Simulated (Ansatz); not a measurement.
# PH₂O (doublet): from Hartree-Fock to the top rungs at a displaced geometry (v1), cc-pVDZ

How much of the correlation energy of PH₂O (doublet) does each wave-function method recover here?

Method: cc-pVDZ, core rule «outside noble gas», up to 6 orbitals frozen; program: Ansatz 0.2.0, Gaussian basis.

Plan: UHF; CCSD(T) on ROHF; CCSD(T) on UHF; BCCD(T) on ROHF; CISD; CCSDT(Q) on ROHF; CCSDT(Q) on UHF.

27 further runs of the same task are left out: 4 for a known fault of the program, 11 that didn't finish, 12 set aside as unsound or not needed.

## Step 1: What is computed

The geometry is a PBE0/def2-TZVP stationary point (not a proven minimum) with its atoms shifted at random (size 0.040 Å).

4 atoms, charge 0, spin multiplicity 2.

Atoms are counted from 1 here; the program's logs count them from 0.

Bond lengths: O1–P2 1.499 Å, P2–H3 1.373 Å, P2–H4 1.402 Å. Angles: O1–P2–H3 126.8°, O1–P2–H4 123.2°, H3–P2–H4 110.0°.

Geometry (Å):

```xyz
4
H2OP
O     0.0007    0.0097    1.0424
P    -0.0001   -0.0064   -0.4569
H     0.0478   -1.1140   -1.2677
H    -0.0549    1.1569   -1.2379
```

## Step 2: UHF

The input, in.yaml:

```yaml
crystal:
  periodic: [false, false, false]
  atoms:
    - {symbol: O, position_ang: [0.000702, 0.009722, 1.042429]}
    - {symbol: P, position_ang: [-0.000131, -0.006420, -0.456927]}
    - {symbol: H, position_ang: [0.047833, -1.113963, -1.267693]}
    - {symbol: H, position_ang: [-0.054944, 1.156929, -1.237890]}
basis:
  gaussian: {orbitals: cc-pVDZ}
magnetization: {spin_polarized: true, initial_magnetization: 1}
hamiltonian: {xc: hf}
output: {orbitals: {seedname: orbitals}}
```

On the command line:

```sh
> ansatz run in.yaml --threads 1 --pin off --events-out ev --progress --plain --max-ram 2393MiB
```

Further steps of the session: CCSD(T) on ROHF; CCSD(T) on UHF; BCCD(T) on ROHF; CISD; CCSDT(Q) on ROHF; CCSDT(Q) on UHF.

Before running them: what should the planned runs give, taken together? Wanted: UCCSDT(Q) below the RHF energy; RMP2 from UCCSDT(Q); UMP2 from UCCSDT(Q); RCCSD from UCCSDT(Q); RCCSD(T) from UCCSDT(Q); UCCSD(T) from UCCSDT(Q); RCCSDT(Q) from UCCSDT(Q); T1 diagnostic.

**Answer**, as computed:

```
                         quantity                      value
   UCCSDT(Q) below the RHF energy                 -9.3170 eV
              RMP2 from UCCSDT(Q)            +17.75 kcal/mol
              UMP2 from UCCSDT(Q)            +19.54 kcal/mol
             RCCSD from UCCSDT(Q)             +7.53 kcal/mol
          RCCSD(T) from UCCSDT(Q)             +1.17 kcal/mol
          UCCSD(T) from UCCSDT(Q)             +1.25 kcal/mol
         RCCSDT(Q) from UCCSDT(Q)             +0.10 kcal/mol
levels within 1 kcal/mol (43 meV)  RCCSDT, UCCSDT, RCCSDT(Q)
                    T1 diagnostic                      0.025
```

What this shows: RCCSD(T) lands +1.17 kcal/mol from the yardstick (0.5 % of the correlation energy). These misses are within one basis, not against nature; the frozen cores of restricted and unrestricted runs differ, which can shift their rows.
